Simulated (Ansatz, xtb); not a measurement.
Relaxing a trial structure of HOSi2−

The starting geometry of this gas-phase singlet has its atoms placed at random.

```yaml
atoms:
  - { symbol: O, position_ang: [-0.5119, -1.0183, 0.8582] }
  - { symbol: Si, position_ang: [1.2842, 1.0029, -0.3842] }
  - { symbol: Si, position_ang: [0.1113, -1.1896, -0.7765] }
  - { symbol: H, position_ang: [-0.2054, 0.9200, -1.2041] }
```

Task: Guess where an optimisation with r2SCAN-D4/def2-SVPD ends from this start.

Result: It ends as a structure given below by its coordinates. Contacts that close: O1–Si2 (2.98 → 1.90 Å).

The energy falls by 1.54 eV over 8 steps:

| step | E − E(last) (eV) |
| --- | --- |
| 1 | 1.535 |
| 2 | 0.872 |
| 3 | 0.364 |
| 4 | 0.060 |
| 5 | 0.011 |
| 6 | 0.001 |
| 7 | 0.001 |
| 8 | 0.000 |

Final geometry (Å):

```yaml
atoms:
  - { symbol: O, position_ang: [-0.2202, -0.6289, 0.6393] }
  - { symbol: Si, position_ang: [0.9054, 0.6284, -0.2349] }
  - { symbol: Si, position_ang: [0.1875, -1.5162, -0.7373] }
  - { symbol: H, position_ang: [-0.1944, 1.2317, -1.1738] }
```

From the same start GFN2-xTB ends elsewhere, differing in O1–Si2 (2.90 against 1.90 Å here), Si2–H4 (2.04 against 1.57 Å here).

From so rough a start the end depends on the optimiser's path, so another program may land elsewhere. No frequencies were run, so the end isn't proven a minimum. Run with Ansatz 0.2.0, 35 s on 1 thread of AMD EPYC (Zen 3), on a shared host.
